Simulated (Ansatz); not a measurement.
# BF+ (quartet): wave-function methods side by side, def2-TZVPP

One table from this session's results is given with a row withheld; the runs are named, their logs left out.

The runs use Ansatz 0.2.0, Gaussian basis; def2-TZVPP, core rule «outside noble gas», up to 2 orbitals frozen.

The runs, in order: UHF; ROHF; CCSD(T) on UHF.

### The system

The geometry is a PBE0/def2-TZVP stationary point (not a proven minimum) of the parent state, kept for this charge and spin.

2 atoms, charge 1, spin multiplicity 4.

Atoms are counted from 1 here; the program's logs count them from 0.

Bond lengths: B1–F2 1.212 Å.

Set-up of the first run:

The input, in.yaml:

```yaml
crystal:
  periodic: [false, false, false]
  atoms:
    - {symbol: B, position_ang: [0.000000, 0.000000, 0.000000]}
    - {symbol: F, position_ang: [0.000000, 0.000000, 1.212300]}
basis:
  gaussian: {orbitals: def2-TZVPP}
total_charge: 1
magnetization: {spin_polarized: true, initial_magnetization: 3}
hamiltonian: {xc: hf}
output: {orbitals: {seedname: orbitals}}
```

On the command line:

```
> ansatz run in.yaml --threads 1 --pin off --events-out ev --progress --plain --max-ram 2560MiB --backend cpu
```

Steps of the session up to this table: UHF; ROHF; CCSD(T) on UHF.

One of the session's tables, all rows but one given; the rest of the session is left out.

| method | from UCCSD(T) (kJ/mol) |
| --- | --- |
| ROHF | ? |
| UHF | +609.1 |
| UMP2 | +57.4 |
| UCCSD | +12.7 |
| UCCSD(T) | 0 |

Estimate the missing values for ROHF.

The run gave: from UCCSD(T) (kJ/mol): +623.0. In the column «from UCCSD(T) (kJ/mol)» it is the highest.
